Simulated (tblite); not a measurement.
Compound: C4H12N2.
Atom-mapped SMILES: `[CH3:1][NH:2][C@@H:3]([CH3:4])[CH2:5][NH2:6]` (hydrogens: H7, H8, H9 on C1; H10 on N2; H11 on C3; H12, H13, H14 on C4; H15, H16 on C5; H17, H18 on N6)

Computed with GFN2-xTB (tblite), gas phase: L-BFGS steps from a force-field or distance-geometry start until the largest atomic force falls under 0.01 eV/Å.

Geometry at step 20:
```
atom  x, y, z in Å
C1      1.7526   -0.8120    0.7165
N2      1.1356    0.1104   -0.2310
C3     -0.1898    0.6018    0.1256
C4     -0.4644    1.9430   -0.5610
C5     -1.2379   -0.4246   -0.3521
N6     -1.0916   -1.7074    0.3183
H7      2.6010   -0.3485    1.2218
H8      1.0302   -1.1454    1.4616
H9      2.1324   -1.6829    0.1771
H10     1.7530    0.8961   -0.3905
H11    -0.2792    0.7324    1.2209
H12     0.4372    2.5474   -0.6209
H13    -0.8374    1.7889   -1.5695
H14    -1.2053    2.5101   -0.0084
H15    -2.2390   -0.0385   -0.1360
H16    -1.1145   -0.5005   -1.4466
H17    -0.2841   -2.1863   -0.0654
H18    -1.9075   -2.2775    0.1280
```

**Question.** What forces act on the atoms?

**Answer.** 
| atom | Fx (eV/Å) | Fy (eV/Å) | Fz (eV/Å) |
| --- | --- | --- | --- |
| C1 | 0.036 | 0.126 | -0.068 |
| N2 | -0.053 | -0.032 | -0.048 |
| C3 | 0.038 | -0.037 | -0.001 |
| C4 | -0.015 | -0.018 | 0.054 |
| C5 | 0.067 | 0.127 | -0.012 |
| N6 | -0.058 | 0.050 | -0.028 |
| H7 | 0.046 | -0.003 | 0.174 |
| H8 | 0.058 | 0.040 | -0.046 |
| H9 | -0.027 | -0.046 | -0.016 |
| H10 | 0.049 | -0.007 | -0.049 |
| H11 | -0.038 | -0.071 | -0.088 |
| H12 | 0.044 | 0.003 | 0.040 |
| H13 | 0.068 | -0.013 | -0.059 |
| H14 | -0.118 | -0.003 | 0.041 |
| H15 | 0.066 | 0.015 | 0.001 |
| H16 | -0.114 | -0.029 | 0.056 |
| H17 | -0.028 | -0.022 | 0.051 |
| H18 | -0.020 | -0.082 | -0.003 |

The largest, 0.18 eV/Å, acts on H7; the rms over all components is 0.058 eV/Å. The forces sum to zero within rounding, as they must for an isolated molecule in no field.

**Question.** Give the force on H7 in Eh/bohr and in nN.

**Answer.** 0.180 eV/Å ÷ 51.422 = 0.00350 Eh/bohr, and 0.180 eV/Å × 1.602 = 0.29 nN.

**Question.** How far is this geometry from the end of the optimisation?

**Answer.** 0.261 eV above it, and 0.764 Å rms away after alignment. The bonds farthest from their final lengths, with half the difference of the two atoms' forces along the bond (positive lengthens):

```tsv
bond	now (Å)	final (Å)	force along bond (eV/Å)
C1–N2	1.459	1.447	-0.04
C3–H11	1.107	1.095	-0.04
C3–C5	1.543	1.534	-0.06
C1–H7	1.091	1.100	+0.03
N2–H10	1.012	1.017	+0.04
C4–H13	1.086	1.089	+0.04
```

The angle farthest from its final value is N2–C3–H11, 110.8° against 106.9°.

Of the 2 listed bonds off by 0.010 Å or more, this force points towards the final length in 2.

What follows is the cost of the whole relaxation. Hardware: Arm Neoverse V2, one thread, shared host. Cost: 0.59 s of wall time.
